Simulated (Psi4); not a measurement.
# One shape, several levels: S2F2 (Difluorodisulfane)

Wanted: a comparison of 3 runs (B3LYP/6-31G*, DSD-PBEP86/6-311+G**, MP3/6-311+G**) of S2F2 (Difluorodisulfane). 

The calculation is run with Psi4 1.11.

### Step 1. The structure to begin with

S2F2 has 4 atoms, charge 0, and is taken as a singlet. SMILES: `FSSF`. The S3–F4 distance was set to 2.937 Å, away from the relaxed value. At this shape a bond of the SMILES string is far longer than usual.

Bond lengths: F1–S2 1.631 Å, S2–S3 1.890 Å. Angles: F1–S2–S3 108.6°.

### Step 2. A single-point energy at B3LYP/6-31G(d) (Cartesian functions) (run 1)

f2s2.xyz

```xyz
4
F2S2
F     -1.912886    -0.190786    -1.920308
S     -0.596806     0.773294    -1.931088
S      0.915854    -0.267246    -1.483438
F      1.206410    -0.287820     1.438680
```

job.py

```python
import psi4

psi4.set_memory('1600 MB')
psi4.set_num_threads(1)
psi4.core.set_output_file('output.dat', False)

with open('f2s2.xyz') as f:
    atoms = ''.join(f.readlines()[2:])
geom = psi4.geometry('0 1\n' + atoms + 'symmetry c1')

psi4.set_options({
    'puream': False,
    'e_convergence': 1e-09,
    'd_convergence': 1e-08,
    'scf_type': 'pk',
    'dft_radial_points': 99,
    'dft_spherical_points': 590,
})

e_tot, wfn = psi4.energy("b3lyp/6-31G*", molecule=geom, return_wfn=True)
psi4.oeprop(wfn, "DIPOLE", "MULLIKEN_CHARGES", "WIBERG_LOWDIN_INDICES")
print('E =', round(e_tot, 9))
for k, v in sorted(psi4.core.scalar_variables().items()):
    print(f'{k:45s} {v:18.10f}')
```

On the command line:

```bash
$ python job.py
```

output.dat:

```text
[...]
  Running in c1 symmetry.
[...]
  Nuclear repulsion =  199.515333393122262
[...]
  Multiplicity = 1
[...]
  Nalpha       = 25
  Nbeta        = 25
[...]
    Number of basis functions: 68
[...]
   @RKS iter   1:  -995.56862921509764   -5.02241e-02   1.10063e-02 ADIIS/DIIS
[...]
   @RKS iter  19:  -995.88707991600882   -1.25056e-12   4.21735e-09 DIIS
[...]
  @RKS Final Energy:  -995.88707991600882
   => Energetics <=
    Nuclear Repulsion Energy =            199.5153333931222619
    One-Electron Energy =               -1774.7036564037571225
    Two-Electron Energy =                 637.5217858426292423
    DFT Exchange-Correlation Energy =     -58.2205427480032114
    Empirical Dispersion Energy =           0.0000000000000000
    VV10 Nonlocal Energy =                  0.0000000000000000
    Total Energy =                       -995.8870799160088154
[...]
 Multipole Moments:
 ------------------------------------------------------------------------------------
     Multipole            Electronic (a.u.)      Nuclear  (a.u.)        Total (a.u.)
 ------------------------------------------------------------------------------------
 L = 1.  Multiply by 2.5417464519 to convert [e a0] to [Debye]
 Dipole X            :         -1.1134590            0.6169251           -0.4965339
 Dipole Y            :         -0.0029002            0.5923389            0.5894386
 Dipole Z            :         -0.2729889           -1.7643451           -2.0373340
 Magnitude           :                                                    2.1782364
[...]
```

On the terminal:

```text
E = -995.887079916
CURRENT ENERGY                                   -995.8870799160
CURRENT REFERENCE ENERGY                         -995.8870799160
DD SOLVATION ENERGY                                 0.0000000000
DFT FUNCTIONAL TOTAL ENERGY                      -995.8870799160
DFT TOTAL ENERGY                                 -995.8870799160
DFT VV10 ENERGY                                     0.0000000000
DFT XC ENERGY                                     -58.2205427480
GRID ELECTRONS ALPHA                               24.9999986859
GRID ELECTRONS BETA                                24.9999986859
GRID ELECTRONS TOTAL                               49.9999973719
NUCLEAR REPULSION ENERGY                          199.5153333931
ONE-ELECTRON ENERGY                             -1774.7036564038
PCM POLARIZATION ENERGY                             0.0000000000
PE ENERGY                                           0.0000000000
SCF ITERATION ENERGY                             -995.8870799160
SCF ITERATIONS                                     19.0000000000
SCF TOTAL ENERGY                                 -995.8870799160
TWO-ELECTRON ENERGY                               637.5217858426
XC GRID RADIAL POINTS                              99.0000000000
XC GRID SPHERICAL POINTS                          590.0000000000
XC GRID TOTAL POINTS                           220979.0000000000
```

Run time: 15 s. Hardware: 1 thread of Intel Xeon Platinum 8259CL at 2.50GHz (Skylake/Cascade Lake), shared host; peak memory 0.57 GiB.

### Step 3. The energy at DSD-PBEP86/6-311+G(d,p) (density fitting for correlation) (run 2)

calc.py

```python
import psi4

psi4.set_memory(1600000000)
psi4.set_num_threads(1)
psi4.set_output_file('output.dat', False)

molecule = psi4.geometry("""
F     -1.912886    -0.190786    -1.920308
S     -0.596806     0.773294    -1.931088
S      0.915854    -0.267246    -1.483438
F      1.206410    -0.287820     1.438680
units angstrom
symmetry c1
""")

psi4.set_options({
    'basis': '6-311+G**',
    'puream': True,
    'e_convergence': 1e-09,
    'd_convergence': 1e-08,
    'scf_type': 'pk',
    'dft_radial_points': 99,
    'dft_spherical_points': 590,
    'num_frozen_docc': 12,
})

e, wfn = psi4.energy("DSD-PBEP86", molecule=molecule, return_wfn=True)
print('E =', round(e, 9))
```

On the command line:

```bash
$ python calc.py
```

output.dat:

```text
[...]
  Running in c1 symmetry.
[...]
  Nuclear repulsion =  199.515333393122262
[...]
  Multiplicity = 1
[...]
  Nalpha       = 25
  Nbeta        = 25
[...]
    Number of basis functions: 104
[...]
   @RKS iter   1:  -994.38021465675797   -3.90686e-01   7.16279e-03 DIIS/ADIIS
[...]
   @RKS iter  20:  -994.63983722494891   -1.83036e-11   7.08670e-09 DIIS
[...]
  @RKS Final Energy:  -994.63983722494891
   => Energetics <=
    Nuclear Repulsion Energy =            199.5153333931222619
    One-Electron Energy =               -1773.0726313423001557
    Two-Electron Energy =                 599.3785721503041941
    DFT Exchange-Correlation Energy =     -20.4611114260752842
    Empirical Dispersion Energy =           0.0000000000000000
    VV10 Nonlocal Energy =                  0.0000000000000000
    Total Energy =                       -994.6398372249489057
[...]
 Multipole Moments:
 ------------------------------------------------------------------------------------
     Multipole            Electronic (a.u.)      Nuclear  (a.u.)        Total (a.u.)
 ------------------------------------------------------------------------------------
 L = 1.  Multiply by 2.5417464519 to convert [e a0] to [Debye]
 Dipole X            :         -1.2390756            0.6169251           -0.6221506
 Dipole Y            :          0.1982951            0.5923389            0.7906340
 Dipole Z            :         -1.5442143           -1.7643451           -3.3085594
 Magnitude           :                                                    3.4581409
[...]
```

Standard output:

```text
E = -995.048434744
```

Wall time 19 s (1 thread of Intel Xeon Platinum 8259CL at 2.50GHz (Skylake/Cascade Lake), shared host); peak memory 0.66 GiB.

### Step 4. The energy at MP3/6-311+G(d,p) (run 3)

calc.inp

```
memory 1600 mb

molecule m {
  0 1
  F     -1.912886    -0.190786    -1.920308
  S     -0.596806     0.773294    -1.931088
  S      0.915854    -0.267246    -1.483438
  F      1.206410    -0.287820     1.438680
  symmetry c1
  no_reorient
  no_com
}

set {
  basis 6-311+G**
  puream true
  e_convergence 1e-09
  d_convergence 1e-08
  scf_type pk
  num_frozen_docc 12
  mp_type conv
}

e, wfn = energy("mp3", return_wfn=True)
print_variables()
```

On the command line:

```bash
$ psi4 calc.inp calc.out -n 1
```

calc.out:

```text
[...]
  Running in c1 symmetry.
[...]
  Nuclear repulsion =  199.515333393122233
[...]
  Multiplicity = 1
[...]
  Nalpha       = 25
  Nbeta        = 25
[...]
    Number of basis functions: 104
[...]
   @RHF iter   1:  -993.51833444897488   -5.57212e-01   6.87738e-03 DIIS/ADIIS
[...]
   @RHF iter  20:  -993.76989734502308   -5.00222e-12   6.39064e-09 DIIS
[...]
  @RHF Final Energy:  -993.76989734502308
   => Energetics <=
    Nuclear Repulsion Energy =            199.5153333931222335
    One-Electron Energy =               -1772.5482407800766396
    Two-Electron Energy =                 579.2630100419312384
    Total Energy =                       -993.7698973450230824
[...]
 Multipole Moments:
 ------------------------------------------------------------------------------------
     Multipole            Electronic (a.u.)      Nuclear  (a.u.)        Total (a.u.)
 ------------------------------------------------------------------------------------
 L = 1.  Multiply by 2.5417464519 to convert [e a0] to [Debye]
 Dipole X            :          1.6384918           -2.3688019           -0.7303101
 Dipole Y            :         -6.3108662            7.1607657            0.8498995
 Dipole Z            :        107.5234710         -111.4316089           -3.9081379
 Magnitude           :                                                    4.0656148
[...]
	SCS-MP2 Total Energy (a.u.)        :  -994.48610663758848
	SOS-MP2 Total Energy (a.u.)        :  -994.47502193803939
[...]
	SOS-PI-MP2 Total Energy (a.u.)     :  -994.52926229134835
[...]
	MP2 Total Energy (a.u.)            :  -994.50827603668665
[...]
	SCS-MP3 Total Energy (a.u.)        :  -994.48010782963320
[...]
	MP3 Total Energy (a.u.)            :  -994.48428080486576
[...]
```

Run time: 15 s. Hardware: 1 thread of Intel Xeon Platinum 8259CL at 2.50GHz (Skylake/Cascade Lake), shared host; peak memory 0.89 GiB.

### Step 5. All runs side by side

| run | level | Cartesian functions | frozen core orbitals | energy (Eh) | HOMO energy (eV) | LUMO energy (eV) | HOMO–LUMO gap (eV) | wall time |
| --- | --- | --- | --- | --- | --- | --- | --- | --- |
| 1 | B3LYP/6-31G* (Cartesian functions) | yes | 0 | -995.887080 | -7.66 | -5.70 | 1.96 | 15 s |
| 2 | DSD-PBEP86/6-311+G** (density fitting for correlation) | no | 12 | -995.048435 | -9.82 | -4.89 | 4.93 | 19 s |
| 3 | MP3/6-311+G** | no | 12 | -994.484281 | -10.61 | -3.82 | 6.80 | 15 s |

### Step 6. Summary of results

| quantity | value |
| --- | --- |
| run 3: total energy | -994.48428 Eh |
| run 3: HOMO energy (Hartree–Fock orbitals) | -10.61 eV |
| run 3: LUMO energy (Hartree–Fock orbitals) | -3.82 eV |
| run 3: HOMO–LUMO gap (Hartree–Fock orbitals) | 6.80 eV |
| run 3: correlation energy (12 core orbitals frozen) | -714.4 mEh |

In words: Totals of different functionals can't be ranked against each other. In runs 1, 2, 3 a closed-shell determinant meets a far-stretched bond, which it describes badly. All runs together took 49 s, the longest 19 s.
